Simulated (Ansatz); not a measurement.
# Worked example: SF⁺, quintet against SF⁺, triplet

Geometry (PBE0/def2-TZVP stationary point of a triplet), kept for both states (SF⁺, triplet: Σ⁻; SF⁺, quintet: Σ⁻):

```xyz
2

F     0.0000    0.0000    0.0000
S     0.0000    0.0000    1.5040
```

Basis 6-31G; Ansatz 0.2.0. Correlated methods freeze the noble-gas cores. Prefix R: restricted or restricted open-shell reference; prefix U: unrestricted.

Full CI is exact within this basis and frozen core; it isn't the basis-set limit. The frozen core follows each run's orbitals, which can shift R against U totals by a few meV.

Coupled cluster chose its determinant by trial CCSD, here up to 0.12 eV above the lowest Hartree–Fock solution of its kind, and MP2 stands on that determinant too.

| level | E(SF⁺, triplet) (hartree) | E(SF⁺, quintet) (hartree) |
| --- | --- | --- |
| UMP2 | -496.617430 | -496.270181 |
| UCCSD(T) | -496.624124 | -496.284941 |
| PBE | -497.227117 | -496.878318 |
| PBE0 | -497.249377 | -496.906680 |
| full CI | -496.625209 | -496.285486 |

Give the vertical gap, SF⁺ quintet less SF⁺ triplet, at each level in eV (1 hartree = 27.2114 eV), and each error against full CI.

full CI: (-496.285486 − (-496.625209)) × 27.2114 = 9.244 eV (the reference)
PBE0: (-496.906680 − (-497.249377)) × 27.2114 = 9.325 eV, error 0.081 eV
PBE: (-496.878318 − (-497.227117)) × 27.2114 = 9.491 eV, error 0.247 eV
UCCSD(T): (-496.284941 − (-496.624124)) × 27.2114 = 9.230 eV, error -0.014 eV
UMP2: (-496.270181 − (-496.617430)) × 27.2114 = 9.449 eV, error 0.205 eV

Total energies of functionals can't be set beside those of wave-function methods, since they hold the core's correlation and their own absolute errors; only the differences compare.

The set has no polarisation functions, so the order and spacing of states can differ from the basis-set limit.

In so small a basis the reference is far from its limit while semilocal and hybrid functionals are nearer theirs, so the functionals' errors here hold much of the reference's basis and frozen-core error, which can add to them or hide them.

Each level lands on the state that its own search finds. T1 diagnostics of restricted CCSD: 0.029 and 0.037.
